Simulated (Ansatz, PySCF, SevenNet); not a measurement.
## Rock-salt MgS, lattice parameter a

Reference value: 5.188 Å (measured, corrected for zero-point motion; as tabulated in Goldzak et al. (2022), arXiv:2208.04865).

Question: What do SevenNet-0, LDA, PBE, PBE-D4, r²SCAN+rVV10, r²SCAN50, Hartree–Fock, MP2, CCSD(T) give, and how far is each from the reference?

Answer: 
```csv
level (code),value (Å),error (%)
SevenNet-0,5.223,+0.67
LDA (Ansatz),5.129,-1.14
PBE (Ansatz),5.230,+0.81
PBE-D4 (Ansatz),5.171,-0.33
r²SCAN+rVV10 (Ansatz),5.189,+0.02
r²SCAN50 (Ansatz),5.168,-0.39
Hartree–Fock (Ansatz),5.285,+1.87
MP2 (PySCF),5.176 ± 0.02,-0.23
CCSD(T) (PySCF),5.203 ± 0.02,+0.29
```

Once the reference is moved by up to 0.30 % (a margin picked here for doubts on the reference and the settings) and values within 0.10 % count as equal, the nearest can be r²SCAN+rVV10 (+0.02 %), MP2 (-0.23 %), CCSD(T) (+0.29 %), PBE-D4 (-0.33 %) or r²SCAN50 (-0.39 %). Farthest off among them: Hartree–Fock (+1.87 %).

A ± on a computed value is a rough bar: the spread of its extrapolation, a floor set from checks against published values, or a statistical error. Cutoffs and k meshes differ between the levels. Ansatz's density-functional and Hartree–Fock values are scalar-relativistic unless marked +SOC, with PAW data made under PBE.

Machine-learned potentials (SevenNet-0) are trained on DFT data: a solid inside that data is no test of them.

Differences are worked out from the printed values.

Ansatz is a program for electronic structure.
